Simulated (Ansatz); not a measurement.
# Worked example: correlation energy of SiH₄⁺, doublet

All five atoms lie in one plane.

Geometry: that of the SiH4, triplet, kept fixed.

```xyz
5

Si    0.0000    0.0000    0.0000
H    -0.0115    1.0851    1.0776
H    -0.0165   -1.0776    1.0850
H     0.0165    1.0776   -1.0850
H     0.0115   -1.0851   -1.0776
```

Basis 6-31G; Ansatz 0.2.0. Correlated methods freeze the noble-gas cores, which leaves 7 electrons in 16 orbitals. R marks a restricted (for open shells ROHF) determinant, U an unrestricted one.

Full CI is exact within this basis and frozen core; it isn't the basis-set limit. The frozen core follows each run's orbitals, which can shift R against U totals by a few meV.

Runs differ by some tens of microhartree through their thresholds and, for an open shell, their frozen cores, so steps under 0.1 kcal/mol mean nothing.

```csv
level,total energy (hartree)
UHF,-290.727831
UMP2,-290.777634
UCCSD,-290.802956
UCCSD(T),-290.804004
UCCSDT,-290.804578
UCCSDT(Q),-290.804597
UCCSDTQ,-290.804600
full CI,-290.804599
```

Task: What is the correlation energy at full CI, and what share of it do UMP2 and UCCSD recover?

Result: E(corr) = -290.804599 − (-290.727831) = -0.076768 hartree = -2.089 eV. UMP2: -0.049803 / -0.076768 = 64.87 %. UCCSD: -0.075125 / -0.076768 = 97.86 %.

Task: By how many kcal/mol does UCCSD(T) miss full CI (1 hartree = 627.509 kcal/mol), and which steps make up the rest?

Result: -290.804004 − (-290.804599) = 0.000595 hartree = 0.37 kcal/mol. Steps: UCCSDT − UCCSD(T) = -0.36, UCCSDT(Q) − UCCSDT = -0.01, UCCSDTQ − UCCSDT(Q) = 0.00, full CI − UCCSDTQ = 0.00 kcal/mol. That is within 1 kcal/mol of the reference in this basis, which itself misses far more of the correlation at the basis-set limit.
